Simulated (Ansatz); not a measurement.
```yaml
crystal:
  periodic: [false, false, false]
  atoms:
    - {symbol: F, position_ang: [-0.000000, -0.000000, 0.016116]}
    - {symbol: S, position_ang: [0.000000, 0.000000, 1.610414]}
basis:
  gaussian: {orbitals: def2-mTZVPP, final_grid: {core_spheres: 20, valence_spheres: 16, degree: 47}}
magnetization: {spin_polarized: true, initial_magnetization: 1}
hamiltonian: {xc: {name: B3LYP}, dispersion: d4}
scf: {lower_state_search: off}
output: {forces: true}
```

```sh
$ ansatz run in.yaml --threads 2 --pin off --events-out ev --progress --plain --max-ram 32768MiB --backend cpu
```

Output, abridged:

```
Functional definition: B3LYP
403 factors; their error is unknown
mean field evaluation 1: about -13551.1816 eV, gradient 1.7e1 eV
mean field evaluation 2: about -13548.7625 eV, gradient 3.3e1 eV
mean field evaluation 4: about -13551.9445 eV, gradient 4.7e-1 eV
mean field evaluation 8: about -13552.0015 eV, gradient 1.3e-2 eV
mean field evaluation 16: about -13552.0015 eV, gradient 5.0e-6 eV
mean field -13552.00152349 eV, -498.0268701118 hartree, gradient 5.0e-6 eV, S^2 0.753194; 0 other end points of the search recorded, 0 dependent functions left out
reference -13552.00167377 eV, -498.0268756343 hartree; 13, 12 occupied and 38, 39 virtual orbitals, 403 factors
Total energy: -13552.02493161 eV, -498.0277303441 hartree
Atom 0 at    -0.000000    -0.000000     0.016116 Å, force    -0.000000     0.000000    -1.320908 eV/Å
Atom 1 at     0.000000     0.000000     1.610414 Å, force     0.000000    -0.000000     1.320908 eV/Å
Dipole moment:     0.000000    -0.000000     0.163592 e Å
Checks for a lower state left out: stability, starts, cluster_reference, orbital_swaps, neighbouring_geometries, increment
```

Run time 0.8 s (2 threads of an AMD EPYC 7R13 on a shared host); peak host memory 0.12 GiB.
